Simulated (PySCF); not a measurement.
# ClH2OSi (SMILES O[SiH]Cl) at RPA/STO-3G

Aim: the vertical doublet–quartet gap of ClH2OSi at RPA/STO-3G, from 2 runs. Input form: a Python script.

The results are computed with PySCF 2.14.0.

## (1) Starting point

ClH2OSi: 5 atoms, total charge 0, spin state doublet. As SMILES, `O[SiH]Cl`. The coordinates come from a PBE0-D4/def2-TZVP relaxation.

Bond lengths: O1–Si2 1.639 Å, Si2–Cl3 2.065 Å, O1–H4 0.959 Å, Si2–H5 1.488 Å. Angles: O1–Si2–Cl3 111.1°, O1–Si2–H5 105.3°, Cl3–Si2–H5 108.3°, Si2–O1–H4 118.3°.

## (2) The energy at RPA/STO-3G

Input file mol.xyz:

```xyz
5

O     -0.806100    -0.432000    -0.746500
Si    -0.092300     0.479800     0.414000
Cl     1.606600    -0.440800     1.143600
H     -1.024100    -1.343200    -0.540000
H      0.316000     1.736300    -0.271100
```

Input file job.py:

```python
from pyscf import gto, scf
from pyscf.gw.urpa import URPA

molecule = gto.M(
    atom='mol.xyz',
    verbose=4,
    spin=1,
    max_memory=1860,
    basis='sto-3g',
)

myscf = scf.UHF(molecule)
myscf.conv_tol = 1e-10
myscf.kernel()
if not myscf.converged:
    myscf = myscf.newton().run(myscf.mo_coeff, myscf.mo_occ)

rpa = URPA(myscf, frozen=11)
rpa.kernel()
e_exx = myscf.e_tot
e_final = e_exx + rpa.e_corr
print('E(%s) = %.9f' % ('RPA', e_final))
```

Launch:

```
$ OMP_NUM_THREADS=1 python job.py
```

What it wrote:

```text
PySCF version 2.14.0

[INPUT] num. atoms = 5
[INPUT] num. electrons = 41
[INPUT] charge = 0
[INPUT] spin (= nelec alpha-beta = 2S) = 1
[INPUT] symmetry False subgroup None
[INPUT] Mole.unit = angstrom
[INPUT] Symbol           X                Y                Z      unit          X                Y                Z       unit  Magmom
[INPUT]  1 O     -0.806100000000  -0.432000000000  -0.746500000000 AA   -1.523308229012  -0.816361685812  -1.410680551988 Bohr   0.0
[INPUT]  2 Si    -0.092300000000   0.479800000000   0.414000000000 AA   -0.174421721297   0.906690594566   0.782346615570 Bohr   0.0
[INPUT]  3 Cl     1.606600000000  -0.440800000000   1.143600000000 AA    3.036033991726  -0.832991275708   2.161090796053 Bohr   0.0
[INPUT]  4 H     -1.024100000000  -1.343200000000  -0.540000000000 AA   -1.935268524167  -2.538280130516  -1.020452107265 Bohr   0.0
[INPUT]  5 H      0.316000000000   1.736300000000  -0.271100000000 AA    0.597153455363   3.281131470082  -0.512304752370 Bohr   0.0

nuclear repulsion = 141.009384989319
number of shells = 15
number of NR pGTOs = 75
number of NR cGTOs = 25
basis = sto-3g
ecp = {}

[... 69 lines left out ...]
converged SCF energy = -815.207008583688  <S^2> = 0.75342888  2S+1 = 2.0034259
[... 1 line left out ...]
******** <class 'pyscf.gw.urpa.URPA'> ********
nocc = (np.int64(10), np.int64(9)), nmo = (14, 14)
frozen orbitals 11
mem_avail = 1734.90  mem_blk = 0.01  auxlen = 200

******** <class 'pyscf.df.df.DF'> ********
auxbasis = auxmol.basis = {'Cl': 'def2-svp-ri', 'H': 'def2-svp-ri', 'O': 'def2-svp-ri', 'Si': 'def2-svp-ri'}
Lowest orbital energy difference: ( 6.2818e-01,  5.4009e-01)
E(URPA) = -814.964595432811  E_corr = -0.0926375917562714  E_hf = -814.871957841055
E(RPA) = -815.299646175
```

It took 0.95 s on 1 thread of Arm Neoverse V1, shared host; peak memory 0.12 GiB.

## (3) The quartet at the same level

Input file start.xyz:

```xyz
5

O     -0.806100    -0.432000    -0.746500
Si    -0.092300     0.479800     0.414000
Cl     1.606600    -0.440800     1.143600
H     -1.024100    -1.343200    -0.540000
H      0.316000     1.736300    -0.271100
```

Input file run.py:

```python
from pyscf import gto
from pyscf.gw.urpa import URPA

mol = gto.Mole()
mol.atom = 'start.xyz'
mol.max_memory = 1860
mol.basis = 'sto-3g'
mol.verbose = 3
mol.charge = 0
mol.spin = 3
mol.build()

mf = mol.UHF()
mf.conv_tol = 1e-10
mf.kernel()
if not mf.converged:
    mf = mf.newton().run(mf.mo_coeff, mf.mo_occ)

rpa = URPA(mf, frozen=11)
rpa.kernel()
e_exx = mf.e_tot
etot = e_exx + rpa.e_corr
print('E = %.10f Eh' % etot)
```

Launch:

```
$ OMP_NUM_THREADS=1 python run.py
```

What it wrote:

```text
WARN: HOMO 0.24921960562854 >= LUMO -0.449808973541865

WARN: HOMO 0.0517866071153544 >= LUMO -0.0564000493075681

WARN: HOMO 0.0378632746361602 >= LUMO -0.0453585763813322

WARN: HOMO 0.0259145865283694 >= LUMO -0.0303586244407962

WARN: HOMO 0.0241296747502346 >= LUMO -0.0232571944680858

WARN: HOMO 0.0218864557229682 >= LUMO -0.0128517093514946

WARN: HOMO 0.0199854221598983 >= LUMO -0.0126371859018451

WARN: HOMO 0.0193467144151567 >= LUMO -0.00455057995699693

WARN: HOMO 0.0216563907185681 >= LUMO -0.0162454986986924

WARN: HOMO 0.0223824133584417 >= LUMO -0.00255096745805017

WARN: HOMO 0.0229695746914244 >= LUMO -0.00104846514626999

WARN: HOMO 0.0231914282876967 >= LUMO -0.00930582754531795

WARN: HOMO 0.0237197692694333 >= LUMO -0.00349904629284148

WARN: HOMO 0.0234599781585064 >= LUMO -0.00498289090504844

WARN: HOMO 0.0235856218163245 >= LUMO -0.0037471164342161

WARN: HOMO 0.0235734530432561 >= LUMO -0.003858592589987

WARN: HOMO 0.0235786243876578 >= LUMO -0.0039509822380438

WARN: HOMO 0.0236127886668178 >= LUMO -0.00376073042792036

WARN: HOMO 0.023783364786276 >= LUMO -0.00251978882857917

WARN: HOMO 0.0238856290790567 >= LUMO -0.00224158164510579

WARN: HOMO 0.0239600196501083 >= LUMO -0.00199708785940322

WARN: HOMO 0.0239646322390942 >= LUMO -0.00501579319317602

WARN: HOMO 0.0240662128577059 >= LUMO 0.000556707049581107

WARN: HOMO 0.0240374090855184 >= LUMO -0.00365338764286494

WARN: HOMO 0.0240356363137666 >= LUMO -0.00373334144836257

WARN: HOMO 0.0240373662803152 >= LUMO -0.00366534373370631

WARN: HOMO 0.0240373708661824 >= LUMO -0.00358013635167198

WARN: HOMO 0.0240372524068403 >= LUMO -0.00361423578506204

WARN: HOMO 0.024037581936632 >= LUMO -0.00360614124711101

WARN: HOMO 0.0240379946435374 >= LUMO -0.00361698014767797

WARN: HOMO 0.0240382308265078 >= LUMO -0.00361788268765417

WARN: HOMO 0.0240382489469195 >= LUMO -0.00361786240244943

converged SCF energy = -814.831128118485  <S^2> = 3.7513263  2S+1 = 4.0006631
E(URPA) = -814.578144182834  E_corr = -0.0833966624814064  E_hf = -814.494747520353
E = -814.9145247810 Eh
```

It took 1.1 s on 1 thread of Arm Neoverse V1, shared host; peak memory 0.12 GiB.

## (4) Summary of results

At RPA/STO-3G, 11 core orbitals frozen:

| quantity | value |
| --- | --- |
| doublet: total energy | -815.29965 Eh |
| doublet: dipole moment (Hartree–Fock density) | 2.84 D |
| doublet: HOMO energy (Hartree–Fock orbitals) (highest over α and β) | -6.99 eV |
| doublet: LUMO energy (Hartree–Fock orbitals) (lowest over α and β) | 4.77 eV |
| doublet: RPA correlation energy (valence) | -92.6 mEh |
| doublet: ⟨S²⟩ | 0.753 |
| quartet: total energy | -814.91452 Eh |
| quartet: dipole moment (Hartree–Fock density) | 3.27 D |
| quartet: HOMO energy (Hartree–Fock orbitals) (highest over α and β) | 0.65 eV |
| quartet: RPA correlation energy (valence) | -83.4 mEh |
| quartet: ⟨S²⟩ | 3.751 |
| vertical energy of the quartet above the doublet | 10.480 eV |

At this shape the quartet lies 10.48 eV (242 kcal/mol) above the doublet. Mulliken charges (doublet) of the mean-field density run from -0.47 on O1 to +0.83 on Si2; they depend strongly on the basis.
